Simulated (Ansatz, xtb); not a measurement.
## Ranking isomers of C3H5FS2

5 gas-phase structures of C3H5FS2, from a drawn sample of its isomers (lower ones may exist). Each was relaxed with GFN2-xTB; where two conformers were screened, the lower at r2SCAN-D4/def2-SVP is listed:

A. `FCC(=S)CS`, a singlet
B. `FC1SCCS1`, a singlet
C. `FCS[C@@H]1CS1`, a singlet
D. `F[C@@H]1CSCS1`, a singlet
E. `CSC(=S)CF`, a singlet

Q: Make a reasoned guess at their ranking by r2SCAN-D4/def2-SVP single-point energy.

A: Calculated order at r2SCAN-D4/def2-SVP: B (0.0), D (1.4), E (3.7), A (13.1), C (19.0) kcal/mol.

Energies above the lowest of each column, in kcal/mol; the last columns are at B3LYP/def2-SVP geometries (a dash: not run or not comparable):

```json
{"structure": "B", "GFN2-xTB": "0.0", "HF/STO-3G": "0.0", "r2SCAN-D4/def2-SVP": "0.0", "B3LYP/def2-SVP": "0.0", "CCSD(T)/def2-SVP + ΔMP2/def2-TZVPP": "0.0"}
{"structure": "D", "GFN2-xTB": "0.6", "HF/STO-3G": "1.9", "r2SCAN-D4/def2-SVP": "1.4", "B3LYP/def2-SVP": "0.5", "CCSD(T)/def2-SVP + ΔMP2/def2-TZVPP": "0.5"}
{"structure": "E", "GFN2-xTB": "9.4", "HF/STO-3G": "44.1", "r2SCAN-D4/def2-SVP": "3.7", "B3LYP/def2-SVP": "2.2", "CCSD(T)/def2-SVP + ΔMP2/def2-TZVPP": "7.7"}
{"structure": "A", "GFN2-xTB": "14.3", "HF/STO-3G": "57.4", "r2SCAN-D4/def2-SVP": "13.1", "B3LYP/def2-SVP": "9.7", "CCSD(T)/def2-SVP + ΔMP2/def2-TZVPP": "14.2"}
{"structure": "C", "GFN2-xTB": "15.9", "HF/STO-3G": "38.8", "r2SCAN-D4/def2-SVP": "19.0", "B3LYP/def2-SVP": "17.1", "CCSD(T)/def2-SVP + ΔMP2/def2-TZVPP": "–"}
```

Every level run on B puts it lowest or level with the lowest. Flexible structures stand in one conformer each, not always the lowest. Frequencies (GFN2-xTB) were run for A, B, D, E alone. The ΔMP2 step shifts differences by up to 6.4 kcal/mol, which makes them less sure. ΔMP2 is the change of the MP2 energy from the smaller to the larger basis.

Over these structures GFN2-xTB departs from r2SCAN-D4/def2-SVP by 2.3 kcal/mol on average once a common shift is removed. A GFN2-xTB relaxation took about 0.16 s and the r2SCAN-D4/def2-SVP energy about 2.1 s on a shared host (Ansatz 0.2.0, xtb 6.7.1).
